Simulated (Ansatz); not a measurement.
B(PH3)H3 (BPH6), 8 atoms. Hardware: 4 threads of Arm Neoverse V2 on a shared host.

Correlated methods freeze 6 core orbitals.

Task: How many basis functions does each of these Ansatz runs have, and roughly what does it cost? r2SCAN-D4/def2-TZVPD, charge -1 doublet at the geometry of the charge 0 singlet, energy, from earlier orbitals; r2SCAN-D4/def2-TZVP, charge 0 triplet at the geometry of the charge 0 singlet, energy, from earlier orbitals; r2SCAN-D4/def2-TZVPD, charge 0 singlet, energy, from earlier orbitals; MP2/def2-TZVP, charge 0 singlet, energy, from earlier orbitals; CCSD(T)/def2-TZVPD, charge 0 singlet, energy, from earlier orbitals; CAM-B3LYP-D4/def2-TZVP, charge 0 singlet, energy, from earlier orbitals; HF/def2-TZVP, charge 0 singlet, energy, from earlier orbitals; PBE-D4/def2-TZVP, charge 0 triplet at the geometry of the charge 0 singlet, energy, from earlier orbitals; BHLYP-D4/def2-TZVP, charge 0 singlet, energy, from earlier orbitals; ωB97M-V/def2-TZVP, charge 0 singlet, energy, from earlier orbitals; HSE06-D4/def2-TZVP, charge 0 singlet, energy, from earlier orbitals; PBE0-D4/def2-TZVP, charge 0 triplet at the geometry of the charge 0 singlet, energy.

Result: Other jobs shared the machine, so times can vary by a factor of up to 3. A dash marks memory too small to be measured apart from the calling script's.

```json
{"run": "HF/def2-TZVP, charge 0 singlet, energy, from earlier orbitals", "functions": "104", "fitting or Cholesky vectors": "829", "wall time": "0.2 s", "peak host memory (GiB)": "–"}
{"run": "MP2/def2-TZVP, charge 0 singlet, energy, from earlier orbitals", "functions": "104", "fitting or Cholesky vectors": "710", "wall time": "0.25 s", "peak host memory (GiB)": "–"}
{"run": "CAM-B3LYP-D4/def2-TZVP, charge 0 singlet, energy, from earlier orbitals", "functions": "104", "fitting or Cholesky vectors": "715", "wall time": "0.5 s", "peak host memory (GiB)": "–"}
{"run": "BHLYP-D4/def2-TZVP, charge 0 singlet, energy, from earlier orbitals", "functions": "104", "fitting or Cholesky vectors": "790", "wall time": "0.5 s", "peak host memory (GiB)": "–"}
{"run": "HSE06-D4/def2-TZVP, charge 0 singlet, energy, from earlier orbitals", "functions": "104", "fitting or Cholesky vectors": "715", "wall time": "0.5 s", "peak host memory (GiB)": "–"}
{"run": "r2SCAN-D4/def2-TZVPD, charge 0 singlet, energy, from earlier orbitals", "functions": "134", "fitting or Cholesky vectors": "746", "wall time": "1.1 s", "peak host memory (GiB)": "–"}
{"run": "ωB97M-V/def2-TZVP, charge 0 singlet, energy, from earlier orbitals", "functions": "104", "fitting or Cholesky vectors": "703", "wall time": "1.6 s", "peak host memory (GiB)": "–"}
{"run": "CCSD(T)/def2-TZVPD, charge 0 singlet, energy, from earlier orbitals", "functions": "134", "fitting or Cholesky vectors": "950", "wall time": "2.5 s", "peak host memory (GiB)": "0.72"}
{"run": "PBE0-D4/def2-TZVP, charge 0 triplet at the geometry of the charge 0 singlet, energy", "functions": "104", "fitting or Cholesky vectors": "715", "wall time": "2.5 s", "peak host memory (GiB)": "–"}
{"run": "PBE-D4/def2-TZVP, charge 0 triplet at the geometry of the charge 0 singlet, energy, from earlier orbitals", "functions": "104", "fitting or Cholesky vectors": "703", "wall time": "2.9 s", "peak host memory (GiB)": "–"}
{"run": "r2SCAN-D4/def2-TZVP, charge 0 triplet at the geometry of the charge 0 singlet, energy, from earlier orbitals", "functions": "104", "fitting or Cholesky vectors": "703", "wall time": "3.9 s", "peak host memory (GiB)": "–"}
{"run": "r2SCAN-D4/def2-TZVPD, charge -1 doublet at the geometry of the charge 0 singlet, energy, from earlier orbitals", "functions": "134", "fitting or Cholesky vectors": "968", "wall time": "6.5 s", "peak host memory (GiB)": "–"}
```
